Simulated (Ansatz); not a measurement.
in.yaml

```yaml
crystal:
  periodic: [false, false, false]
  atoms:
    - {symbol: Si, position_ang: [0.000000, -0.036792, 1.649022]}
    - {symbol: Ge, position_ang: [0.000000, -0.003695, -0.646339]}
    - {symbol: H, position_ang: [0.000000, 1.291472, 0.631435]}
basis:
  gaussian: {orbitals: "6-31G*"}
magnetization: {spin_polarized: true, initial_magnetization: 3}
correlation: {method: bccd, electrons: valence, diis_vectors: 2}
accuracy: high
```

```sh
$ ansatz run in.yaml --threads 1 --pin off --events-out ev --progress --plain --max-ram 2393MiB
```

The program prints:

```
966 factors; integrals over basis functions are off by at most 4.6e-9 eV
mean field evaluation 1: about -64338.9513 eV, gradient 5.3e0 eV
mean field evaluation 2: about -64338.9803 eV, gradient 5.3e0 eV
mean field evaluation 4: about -64339.4847 eV, gradient 1.0e0 eV
mean field evaluation 8: about -64339.5143 eV, gradient 3.5e-3 eV
mean field evaluation 16: about -64339.5143 eV, gradient 1.7e-2 eV
mean field evaluation 32: about -64339.5143 eV, gradient 1.6e-5 eV
mean field evaluation 64: about -64339.5125 eV, gradient 2.7e-1 eV
mean field evaluation 96: about -64339.5143 eV, gradient 2.8e-8 eV
mean field evaluation 128: about -64334.6364 eV, gradient 1.1e1 eV
mean field evaluation 160: about -64337.1739 eV, gradient 2.2e-1 eV
...
cycle  26  -8.28005461 eV  change    4.1e-8 eV  update   7.2e-8
cycle  27  -8.28005460 eV  change    3.1e-9 eV  update   5.3e-8
cycle  28  -8.28005460 eV  change    5.1e-9 eV  update   3.9e-8
cycle  29  -8.28005467 eV  change   -6.7e-8 eV  update   8.1e-8
cycle  30  -8.28005471 eV  change   -3.9e-8 eV  update   3.1e-8
cycle  31  -8.28005470 eV  change    7.0e-9 eV  update   1.4e-8
cycle  32  -8.28005470 eV  change   -4.5e-9 eV  update   7.9e-9
cycle  33  -8.28005470 eV  change    4.8e-9 eV  update   4.2e-9
cycle  34  -8.28005470 eV  change   -2.8e-9 eV  update   2.1e-9
cycle  35  -8.28005470 eV  change    1.3e-9 eV  update   1.1e-9
Total energy: -64348.44340691 eV, -2364.7616782625 hartree
```

Ran on 1 thread of Arm Neoverse V1, shared host: 25 s wall, 0.23 GiB peak host memory.
